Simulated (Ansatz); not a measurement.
Computed with Ansatz.

A structure relaxed at PBE0-D4/def2-TZVP, charge 0, multiplicity 1:

```xyz
10

C     0.656    1.205   -0.264
N    -0.387    0.405    0.341
Si   -0.458   -1.303    0.196
H     0.792    2.145    0.279
H     1.606    0.667   -0.212
H     0.473    1.446   -1.320
H    -1.256    0.900    0.463
H     0.831   -1.874    0.672
H    -0.668   -1.819   -1.192
H    -1.589   -1.773    1.038
```

**Question.** Give its formula and SMILES.

**Answer.** CH7NSi, `CN[SiH3]`.

**Question.** Summarise the bond lengths by kind.

**Answer.** 1 × C–N 1.447 Å; 3 × C–H 1.093 to 1.098 Å; 1 × N–Si 1.716 Å; 1 × H–N 1.007 Å; 3 × H–Si 1.486 to 1.496 Å.
